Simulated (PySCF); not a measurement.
Screening by computed properties: pick the candidate that meets the target.

Species are written as SMILES; each is one conformer at its optimised geometry, gas phase, non-relativistic unless stated. Electronic properties by PySCF.

Dipoles, sizes and rotational constants follow the conformer. The torsions of the flexible species, by atom-mapped SMILES:
- `[H]/[N:5]=[CH:4]\[CH2:3][N:2]=[CH2:1]`: C1–N2–C3–C4 -135°, N2–C3–C4–N5 -3°
- `[CH3:1][CH:2]([CH3:3])[CH:4][C:5]#[N:6]`: C1–C2–C4–C5 -162°

Problem. Wanted: dipole moment between 2 D and 3.7 D (PBE0-D3(BJ)/def2-SVP) and smallest rotational constant below 4 GHz (PBE0-D3(BJ)/def2-SVP), at PBE0-D3(BJ)/def2-SVP geometries. Which candidate meets both?
A. `FC(F)Cl`
B. `[H]/[C]=C\C#N` [radical]
C. `[H]/N=C\CN=C`
D. `CC(C)[CH]C#N` [radical]

Solution. C. Computed values:
| species | dipole moment | smallest rotational constant |
| --- | --- | --- |
| FC(F)Cl | 1.43 D | 3.510 GHz |
| [H]/[C]=C\C#N [radical] | 3.14 D | 4.822 GHz |
| [H]/N=C\CN=C | 3.56 D | 2.808 GHz |
| CC(C)[CH]C#N [radical] | 3.91 D | 1.724 GHz |
